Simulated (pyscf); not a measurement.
## Four-centre exchange: `[O]=[AsH]` + `[H][H]` → `[O]=[AsH]` + `[H][H]`

Gas phase, singlet surface, charge 0. Bonds broken: As2–H4, H3–H5. Bonds formed: As2–H3, H4–H5. Optimised with ωB97X-D3(BJ)/def2-SVP in PySCF.

Transition state (Å):

```xyz
5

O      0.3613     0.1822     0.9154
As    -1.1425    -0.3717     1.0426
H     -1.3657    -1.6199    -0.1787
H     -2.0650     0.2443    -0.3242
H     -1.7883    -0.7455    -0.6409
```

One imaginary mode, 1767i cm⁻¹; descent along it reached the two sides named.

| bond | change | reactant side (Å) | saddle | product side |
|---|---|---|---|---|
| As2–H4 | breaks | 1.564 | 1.760 | 3.0 |
| H3–H5 | breaks | 0.761 | 1.076 | 2.7 |
| As2–H3 | forms | 3.0 | 1.761 | 1.564 |
| H4–H5 | forms | 2.7 | 1.076 | 0.761 |

Electronic energies relative to the separated reactants (kcal/mol):

| level | barrier | reaction energy | reverse barrier |
|---|---|---|---|
| ωB97X-D3(BJ)/def2-TZVP | 27.9 | 0.0 | 27.9 |
| PBE/def2-TZVP | 19.8 | 0.0 | 19.8 |
| r²SCAN/def2-TZVP | 21.2 | 0.0 | 21.2 |
| B3LYP-D3(BJ)/def2-TZVP | 26.8 | 0.0 | 26.8 |
| PBE0-D3(BJ)/def2-TZVP | 22.0 | 0.0 | 22.0 |
| M06-2X/def2-TZVP | 28.1 | 0.0 | 28.1 |
| ωB97M-D3(BJ)/def2-TZVP | 27.8 | 0.0 | 27.8 |
| HF/def2-TZVP | 41.9 | 0.0 | 41.9 |

With ωB97M-D3(BJ)/def2-TZVP energies and thermal terms (ideal gas, 1 atm, RRHO with modes under 100 cm⁻¹ raised to 100, one conformer, R ln 2 for chiral ones without a mode under 150 cm⁻¹), in kcal/mol:

```json
[
 {"T (K)": "298", "ΔH‡": "28.0", "ΔG‡": "36.6", "ΔH": "0.0", "ΔG": "0.0"},
 {"T (K)": "600", "ΔH‡": "27.1", "ΔG‡": "45.7", "ΔH": "0.0", "ΔG": "0.0"},
 {"T (K)": "900", "ΔH‡": "26.9", "ΔG‡": "55.1", "ΔH": "0.0", "ΔG": "0.0"},
 {"T (K)": "1200", "ΔH‡": "27.2", "ΔG‡": "64.4", "ΔH": "0.0", "ΔG": "0.0"}
]
```

At the saddle there is also a short As–H contact that neither side keeps. O=AsH lies 7.5 kcal/mol over its isomer HO–As: [triplet] (electronic energy, ωB97M-D3(BJ)/def2-TZVP). One saddle was located; it need not be the lowest between these sides. Elements up to Kr have no core potential and no relativistic terms here.
